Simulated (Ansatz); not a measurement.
# Scan of [GeH₃···H···OH], doublet

Starting geometry:

```tsv
atom	x (Å)	y (Å)	z (Å)
Ge	-0.5909	0.0101	0.0000
H	-1.1024	1.4567	0.0000
H	-1.1024	-0.7132	1.2528
H	-1.1024	-0.7132	-1.2528
H	0.9434	0.0101	0.0000
O	2.6491	0.0101	0.0000
H	2.9009	-0.9298	0.0000
```

From there H5 is moved from one fragment to the other while all else, the fragments' distance too, stays fixed, so the hump isn't the reaction's barrier; atoms are numbered as listed. Energies are in kJ/mol, counted from the starting geometry at the same level.

Basis cc-pVDZ; Ansatz 0.2.0. Correlated methods freeze the noble-gas cores and the filled d shells of p-block atoms. Prefix R: restricted or restricted open-shell reference; prefix U: unrestricted. No spin–orbit coupling is included, and no scalar relativity.

Full CI isn't at hand for all of this; UCCSDT(Q) serves as the reference, and is uncertain by about the last step of the cluster series. The frozen core follows each run's orbitals, which can shift R against U totals by a few meV for light atoms and by up to 0.1 eV past Ca.

```tsv
distance Ge1-H5 (Å)	RHF
1.534	0.0
1.637	18.4
1.841	79.9
2.046	23.4
2.250	-74.8
```

Question: Estimate the UCCSDT(Q) curve in cc-pVDZ from this one, knowing how RHF errs.

Answer: The computed UCCSDT(Q) values, in kJ/mol from the starting point, and the error of RHF against them:
| distance Ge1-H5 (Å) | UCCSDT(Q) | RHF less UCCSDT(Q) |
| --- | --- | --- |
| 1.534 | 0.0 | 0.0 |
| 1.637 | 3.8 | 14.6 |
| 1.841 | 6.7 | 73.2 |
| 2.046 | -52.4 | 75.8 |
| 2.250 | -120.2 | 45.4 |

The error spans 75.8 kJ/mol and is largest, 75.8 kJ/mol, at 2.046 Å.
